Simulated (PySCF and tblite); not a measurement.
Results of a calculation; reference values are marked as such.
C2H4Cl2, numbered as in [Cl:1][CH2:2][CH2:3][Cl:4].

Free energies: PBE0-D3(BJ)/def2-TZVP on PBE0-D3(BJ)/def2-SVP structures plus GFN2-xTB thermal terms, symmetry and mirror images included. Conformers within 4 kcal/mol (GFN2-xTB free energy) were kept, 5 at most. GIAO shieldings: PBE0/pcSseg-1. Shifts are against TMS (¹H), TMS (¹³C) at the same level. Codes: tblite and PySCF.

Task: What shifts does this protocol give at 298.15 K under fast conformational exchange?

Result: ¹H: 3.34 (H2/H3, 4H) ppm. ¹³C: 48.4 (C2/C3) ppm.

Task: How do the conformers differ?

Result: Torsions listed: Cl1–C2–C3–Cl4. Of a mirror pair one member is shown.
| conformer | shape | weight % |
| --- | --- | --- |
| 1 | 180° | 80.6 |
| 2 | -66° | 19.4 |

```
signal     1     2  average
 H2/H3  3.30  3.50     3.34
 C2/C3  47.7  51.6     48.4
```

Task: Which signal moves most, for its nucleus, between 220 and 380 K through the change of populations alone?

Result: C2/C3: 48.1 ppm at 220 K, 48.3 ppm at 260 K, 48.4 ppm at 298.15 K, 48.6 ppm at 340 K, 48.7 ppm at 380 K.

Shifts are unscaled: against experiment ¹³C can be off by 15 ppm or more and ¹H by 0.8 ppm.
